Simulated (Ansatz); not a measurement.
For Sb₂O₃ (Pccn, No. 56), rVV10 (Ansatz, a program for electronic structure, PAW) gives:

```
Property                            Result
---------------------------  -------------
equilibrium volume per atom  17.25 Å³/atom
bulk modulus B0                   29.5 GPa
cohesive energy               4.49 eV/atom
band gap                           2.03 eV
```

### Question
What does r²SCAN+rVV10 in Ansatz (PAW) give for the same quantities?

### Answer

- equilibrium volume per atom: 16.29 Å³/atom (drops by 5.6 %)
- bulk modulus: 31.1 GPa (rises by 5.4 %)
- cohesive energy: 4.28 eV/atom (drops by 0.21 eV/atom)
- band gap: 2.30 eV (grows by 0.27 eV)

Changes are worked out from the printed values.

Unless a cell is named, each level is at its own relaxed cell (rVV10 17.26, r²SCAN+rVV10 16.29 Å³/atom).

Levels without +SOC leave out spin–orbit coupling, which shifts energies and cells of such heavy elements.

Levels without +SOC have no spin–orbit coupling; where heavier elements are present it shifts gaps, mostly down, and can invert bands. Density-functional gaps are differences of (generalised) Kohn–Sham levels.

Caveats: the relaxation could not lower the start's symmetry, so the cell can be a saddle point above a distorted one (rVV10, r²SCAN+rVV10). Ansatz's density-functional and Hartree–Fock values are scalar-relativistic unless marked +SOC, with PAW data made under PBE.
